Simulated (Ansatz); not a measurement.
# C₄H₉ (doublet): wave-function methods side by side, 6-31G*

Aim: climb from Hartree-Fock through coupled cluster and multireference methods for C₄H₉ (doublet) at one geometry and basis, and see what each rung misses.

Method: 6-31G*, core rule «outside noble gas», up to 4 orbitals frozen; program: Ansatz 0.2.0, Gaussian basis.

Plan: UHF; CCSD(T) on ROHF; CCSD(T) on UHF; BCCD(T) on ROHF; CISD; CCSDT(Q) on ROHF; CCSDT(Q) on UHF; CASSCF and MRCISD+Q, 9 electrons in 9 orbitals; CASSCF and MRCISD+Q(relaxed), 9 electrons in 9 orbitals; CASSCF and NEVPT2, 9 electrons in 9 orbitals.

15 further runs of the same task are left out: 2 that didn't finish, 13 set aside as unsound or not needed.

## 1. The system

The geometry is an MP2(full)/6-31G* stationary point (not a proven minimum).

13 atoms, charge 0, spin multiplicity 2.

Atoms are counted from 1 here; the program's logs count them from 0.

Bond lengths: C1–C2 1.493 Å, C1–C3 1.493 Å, C1–C4 1.493 Å, C2–H5 1.102 Å, C2–H6 1.094 Å, C2–H7 1.094 Å, C3–H8 1.102 Å, C3–H9 1.094 Å, C3–H10 1.094 Å, C4–H11 1.102 Å, C4–H12 1.094 Å, C4–H13 1.094 Å. Angles: C2–C1–C3 118.0°, C2–C1–C4 118.0°, C3–C1–C4 118.0°, C1–C2–H5 111.5°, C1–C2–H6 111.5°, C1–C2–H7 111.5°, H5–C2–H6 107.0°, H5–C2–H7 107.0°, H6–C2–H7 108.3°, C1–C3–H8 111.5°, C1–C3–H9 111.5°, C1–C3–H10 111.5°, H8–C3–H9 107.0°, H8–C3–H10 107.0°, H9–C3–H10 108.3°, C1–C4–H11 111.5°, C1–C4–H12 111.5°, C1–C4–H13 111.5° and more.

## 2. UHF

Input file in.yaml:

```yaml
crystal:
  periodic: [false, false, false]
  atoms:
    - {symbol: C, position_ang: [0.000000, 0.000000, 0.178426]}
    - {symbol: C, position_ang: [0.000000, 1.478187, -0.034369]}
    - {symbol: C, position_ang: [1.280147, -0.739093, -0.034369]}
    - {symbol: C, position_ang: [-1.280147, -0.739093, -0.034369]}
    - {symbol: H, position_ang: [0.000000, 1.731496, -1.107295]}
    - {symbol: H, position_ang: [-0.887043, 1.945769, 0.404062]}
    - {symbol: H, position_ang: [0.887043, 1.945769, 0.404062]}
    - {symbol: H, position_ang: [1.499520, -0.865748, -1.107295]}
    - {symbol: H, position_ang: [2.128607, -0.204683, 0.404062]}
    - {symbol: H, position_ang: [1.241564, -1.741086, 0.404062]}
    - {symbol: H, position_ang: [-1.499520, -0.865748, -1.107295]}
    - {symbol: H, position_ang: [-1.241564, -1.741086, 0.404062]}
    - {symbol: H, position_ang: [-2.128607, -0.204683, 0.404062]}
basis:
  gaussian: {orbitals: "6-31G*"}
magnetization: {spin_polarized: true, initial_magnetization: 1}
hamiltonian: {xc: hf}
output: {orbitals: {seedname: orbitals}}
```

On the command line:

```console
ansatz run in.yaml --threads 1 --pin off --events-out ev --progress --plain --max-ram 3956MiB --backend cpu
```

The runs that follow: CCSD(T) on ROHF; CCSD(T) on UHF; BCCD(T) on ROHF; CISD; CCSDT(Q) on ROHF; CCSDT(Q) on UHF; CASSCF and MRCISD+Q, 9 electrons in 9 orbitals; CASSCF and MRCISD+Q(relaxed), 9 electrons in 9 orbitals; CASSCF and NEVPT2, 9 electrons in 9 orbitals.

**Question.** What will the summary of the whole plan be? Wanted: UCCSDT(Q) below the RHF energy; RMP2 from UCCSDT(Q); UMP2 from UCCSDT(Q); RCCSD from UCCSDT(Q); RCCSD(T) from UCCSDT(Q); UCCSD(T) from UCCSDT(Q); RCCSDT(Q) from UCCSDT(Q); NEVPT2 frontier from UCCSDT(Q); MRCISD+Q frontier from UCCSDT(Q).

The runs gave:

| quantity | value |
| --- | --- |
| UCCSDT(Q) below the RHF energy | -15.7979 eV |
| RMP2 from UCCSDT(Q) | +45.94 kcal/mol |
| UMP2 from UCCSDT(Q) | +46.14 kcal/mol |
| RCCSD from UCCSDT(Q) | +10.83 kcal/mol |
| RCCSD(T) from UCCSDT(Q) | +1.13 kcal/mol |
| UCCSD(T) from UCCSDT(Q) | +1.13 kcal/mol |
| RCCSDT(Q) from UCCSDT(Q) | +0.03 kcal/mol |
| NEVPT2 frontier from UCCSDT(Q) | +47.38 kcal/mol |
| MRCISD+Q frontier from UCCSDT(Q) | +9.02 kcal/mol |
| MRCISD+Q(relaxed) frontier from UCCSDT(Q) | +8.61 kcal/mol |
| levels within 1 kcal/mol (43 meV) | RCCSDT, UCCSDT, RCCSDT(Q) |
| T1 diagnostic | 0.013 |

In words: RCCSD(T) lands +1.13 kcal/mol from the yardstick (0.3 % of the correlation energy). Of the multireference levels listed MRCISD+Q(relaxed) frontier comes nearest in total energy (+8.61 kcal/mol), which doesn't show that its space is the better one. These misses are within one basis, not against nature; the frozen cores of restricted and unrestricted runs differ, which can shift their rows.
